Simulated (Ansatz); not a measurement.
We consider corundum Cr2O3, described by PBE-D3(BJ) (PAW; Ansatz, a first-principles code).

Settings: plane-wave cutoff 500 eV, 10×10×10 k mesh, Fermi–Dirac smearing 0.05 eV, spin-polarised with opposed moments, scalar-relativistic PAW data made under PBE.

Computed at the level's own relaxed cell.

Problem. Predict the volume per atom, magnetic moment (largest site, within a sphere) and band gap.

Solution. 
* **volume per atom**: 9.55 Å³/atom
* **magnetic moment (largest site, within a sphere)**: 2.19 μB
* **band gap**: 1.60 eV (on the SCF k mesh)

Measured, for comparison: band gap 3.3 ± 0.1 eV (temperature not stated, no zero-point or thermal correction, middle of the range; as tabulated in Medasani et al. (2019), arXiv:1904.04625); equilibrium volume per atom 9.64 Å³/atom (temperature not stated, no zero-point or thermal correction; as tabulated in Sawada, Mater. Res. Bull. 29, 239 (1994) (COD 9015000)). Computed (rounded) less measured: band gap -1.70 eV, equilibrium volume per atom -0.9 %. A static lattice is as a rule a little smaller and stiffer than an uncorrected measurement, which narrows the difference in the equilibrium volume per atom and would widen misses of the other sign.

Moments are spin moments.

The computed numbers hold no vibrational or temperature effects.

Cost on a shared machine: around 7 core-minutes (rough).
